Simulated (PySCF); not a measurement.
Working out the ionisation energy of Ar

Ar [Ar] (1S) → Ar⁺ [Ne] 3s2 3p5 (2P). All numbers are calculated (PySCF 2.14, the non-relativistic Hamiltonian (point nucleus), in def2-QZVPPD (10s7p5d2f1g, 79 functions)). Frozen: [Ne]. Energies in hartree (1 hartree = 27.21139 eV):

```tsv
part	Ar (lower)	Ar⁺ (upper)
UHF	-526.817203	-526.282528
CCSD correlation	-0.249670	-0.209153
(T)	-0.008817	-0.006623
```

Q: What does Hartree-Fock give?

A: (-526.282528) − (-526.817203) = 0.534675 hartree = 14.549 eV.

Q: What do CCSD and CCSD(T) give?

A: The CCSD correlation energies differ by 0.040517 hartree = 1.103 eV and the triples by 0.002194 hartree = 0.060 eV, so CCSD gives 15.652 eV and CCSD(T) 15.712 eV.

Measured between the centres of the two terms (NIST): 15.819 eV, so CCSD(T) (valence) is off by -0.107 eV.

What remains against the reference includes basis incompleteness, the frozen core and higher excitations.
